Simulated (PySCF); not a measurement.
Bonds (- single, = double, # triple, : aromatic): C1-C2 1.523 Å, C2-C3 1.523 Å, C2-F4 1.396 Å, C2-C5 1.536 Å, C5-F6 1.369 Å. C1 carries H7, H8, H9; C3 carries H10, H11, H12; C5 carries H13, H14.

[PySCF: geometry: GFN2-xTB; PBE0/pcSseg-1 with gauge-including orbitals; a single conformation; non-relativistic Hamiltonian; no solvent model; averaged over atoms made equivalent by symmetry, fast rotation or ring inversion]

δ = σ(ref) − σ, references computed at the same level: TMS for ¹³C, ¹H; CFCl3 for ¹⁹F.

| atoms | nucleus | count | Hirshfeld charge | δ (ppm) |
| --- | --- | --- | --- | --- |
| F4 | ¹⁹F | 1 | -0.11 | ? |
| F6 | ¹⁹F | 1 | -0.11 | -257.9 |
| H13/H14 | ¹H | 2 | 0.05 | 4.54 |
| C1/C3 | ¹³C | 2 | -0.13 | 26.1 |
| C2 | ¹³C | 1 | 0.10 | 95.0 |
| C5 | ¹³C | 1 | 0.02 | ? |
| H7/H8/H9/H10/H11/H12 | ¹H | 6 | 0.05 | 1.45 |

Estimate the values marked ?.

## Answers


- C5: 90.8 ppm, sp3 CH2 bonded to F; the inductive effect lowers its shielding
- F4: -191.4 ppm, fluorine on an sp3 carbon

Shifts are as computed. Against solution values, carbons near 30 ppm lie about +3 ppm off and those near 130 ppm about +5 ppm (rms about the fit 2.1 ppm; single classes can miss by 10 ppm). Of 1328 compounds with measured shifts, 309 miss one by over three times the rms of a fit or turn the order of signals round; such compounds aren't used in these exercises. Signals without a measured value on file couldn't be tested in this way; 1H shifts scatter by 0.2 ppm about their fit, and single ones miss by 0.5 ppm. Unscaled 19F shifts against computed CFCl3 carry errors that often reach 10 to 50 ppm.
